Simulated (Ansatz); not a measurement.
**C₄H₆O₂: a ladder of functionals and wavefunction methods**

The task here is to estimate one member of a computed series from the others.

Computed with Ansatz 0.2.0, Gaussian basis. Level: functionals in def2-TZVPP, the program's frozen cores in correlated methods.

Plan: PBE-D4, r2SCAN-D4, PBE0-D4, B3LYP-D4, ωB97X-V, ωB97M-V, B2PLYP; CCSD(T)/def2-TZVPP; MP2/def2-QZVPP; extrapolation to the limit.

## The relaxed structure

An earlier PBE0-D4 in a triple-zeta def2 set relaxation fixed the geometry.

12 atoms, charge 0, spin multiplicity 1.

Atoms are counted from 1 here; the program's logs count them from 0.

Bond lengths: C1–C2 1.330 Å, C1–H7 1.080 Å, C1–H8 1.084 Å, C2–O3 1.358 Å, C2–C4 1.492 Å, O3–H9 0.963 Å, C4–C5 1.511 Å, C4–H10 1.098 Å, C4–H11 1.089 Å, C5–O6 1.199 Å, C5–H12 1.109 Å. Angles: C2–C1–H7 120.3°, C2–C1–H8 121.8°, H7–C1–H8 117.9°, C1–C2–O3 124.7°, C1–C2–C4 124.5°, O3–C2–C4 110.7°, C2–O3–H9 109.3°, C2–C4–C5 111.9°, C2–C4–H10 108.5°, C2–C4–H11 111.8°, C5–C4–H10 106.9°, C5–C4–H11 108.9°, H10–C4–H11 108.6°, C4–C5–O6 123.6°, C4–C5–H12 115.2°, O6–C5–H12 121.2°.

Coordinates:

```xyz
12
C4H6O2
C    -0.0064   -1.4558    0.9754
C     0.4604   -0.4424    0.2519
O     1.6251    0.2113    0.4975
C    -0.2426    0.1529   -0.9220
C    -0.8004    1.5217   -0.6104
O    -1.8717    1.9031   -0.9890
H    -0.9502   -1.9167    0.7232
H     0.5385   -1.8493    1.8263
H     2.0314   -0.1491    1.2922
H     0.4841    0.2827   -1.7349
H    -1.0502   -0.4858   -1.2760
H    -0.1410    2.1724   -0.0002
```

Set-up of the first run:

in.yaml reads:

```yaml
crystal:
  periodic: [false, false, false]
  atoms:
    - {symbol: C, position_ang: [-0.006371, -1.455750, 0.975433]}
    - {symbol: C, position_ang: [0.460353, -0.442413, 0.251932]}
    - {symbol: O, position_ang: [1.625061, 0.211288, 0.497518]}
    - {symbol: C, position_ang: [-0.242609, 0.152914, -0.921988]}
    - {symbol: C, position_ang: [-0.800419, 1.521669, -0.610394]}
    - {symbol: O, position_ang: [-1.871669, 1.903082, -0.989026]}
    - {symbol: H, position_ang: [-0.950181, -1.916716, 0.723228]}
    - {symbol: H, position_ang: [0.538502, -1.849292, 1.826292]}
    - {symbol: H, position_ang: [2.031371, -0.149117, 1.292205]}
    - {symbol: H, position_ang: [0.484052, 0.282729, -1.734903]}
    - {symbol: H, position_ang: [-1.050207, -0.485778, -1.276026]}
    - {symbol: H, position_ang: [-0.140983, 2.172385, -0.000170]}
basis:
  gaussian: {orbitals: def2-TZVPP}
hamiltonian: {xc: pbe, dispersion: d4}
output: {forces: true, orbitals: {seedname: orbitals}}
```

Started as:

```console
> ansatz run in.yaml --threads 4 --pin off --events-out ev --progress --plain --max-ram 10444MiB
```

Among the steps run: PBE-D4 (GGA); r2SCAN-D4 (meta-GGA); PBE0-D4 (hybrid); B3LYP-D4 (hybrid); ωB97X-V (range-separated); ωB97M-V (range-separated); B2PLYP (double hybrid); CCSD(T) in def2-TZVPP; MP2 in def2-QZVPP.

One of the session's tables, all rows but one given; the rest of the session is left out.

| method | atoms, summed (eV) | atomisation energy (kcal/mol) |
| --- | --- | --- |
| PBE-D4 | -8277.729 | 1268.1 |
| r2SCAN-D4 | -8284.465 | 1230.5 |
| PBE0-D4 | -8279.470 | 1234.4 |
| B3LYP-D4 | -8289.769 | 1224.8 |
| ωB97X-V | -8286.579 | 1225.2 |
| ωB97M-V | -8285.991 | 1228.6 |
| B2PLYP | -8283.244 | 1214.0 |
| HF/def2-TZVPP | -8255.935 | 869.1 |
| MP2/def2-TZVPP | -8270.841 | 1223.0 |
| CCSD/def2-TZVPP | -8273.966 | 1169.6 |
| CCSD(T)/def2-TZVPP | -8274.342 | 1192.0 |
| MP2/CBS | ? | ? |
| CCSD(T)/CBS | -8277.170 | 1223.3 |

**Question.** Estimate the row for MP2/CBS.

As computed: atoms, summed (eV): -8273.669; atomisation energy (kcal/mol): 1254.3. In the column «atoms, summed (eV)» it lies between CCSD/def2-TZVPP (-8273.966) and MP2/def2-TZVPP (-8270.841).

Caveats from the session: Free atoms (4 C, 2 O, 6 H) were run apart at each level; the atomisation energy is their sum less the molecule, without zero-point or spin-orbit terms.
